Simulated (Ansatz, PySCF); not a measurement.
This Ansatz (a quantum-chemistry and plane-wave program) input computes a BLYP/def2-TZVPD energy:

Ansatz 0.2 input:
```yaml
crystal:
  periodic: [false, false, false]
  atoms:
    - {symbol: Li, position_ang: [-0.00000000, -0.00000000, -1.52942300]}
    - {symbol: F, position_ang: [0.00000000, 0.00000000, 0.50980767]}
basis:
  gaussian:
    orbitals: def2-TZVPD
hamiltonian:
  xc: {name: BLYP}
total_charge: 1
magnetization: {spin_polarized: true, initial_magnetization: 1}
output: {forces: true}
```

**Question.** Write an input for the same energy in PySCF and say what it gives.

**Answer.** 
```python
from pyscf import gto, scf, dft

mol = gto.M(
    atom='''
    Li   -0.00000000   -0.00000000   -1.52942300
    F     0.00000000    0.00000000    0.50980767
    ''',
    basis='def2-tzvpd',
    charge=1,
    spin=1,
    symmetry='C2v',
    verbose=4,
)

mf = dft.UKS(mol, xc='blyp').density_fit(auxbasis='def2-universal-jkfit')
mf.grids.level = 3
mf.conv_tol = 1e-9
mf.max_cycle = 100
mf.max_memory = 1500
mf.kernel()
if not mf.converged:
    mf = mf.newton()
    mf.kernel(mf.make_rdm1())
mf.analyze()
```
It gives -107.05257 Eh, and Ansatz -107.05253 Eh, a difference of 0.04 mEh, from the treatment of integrals and grids.
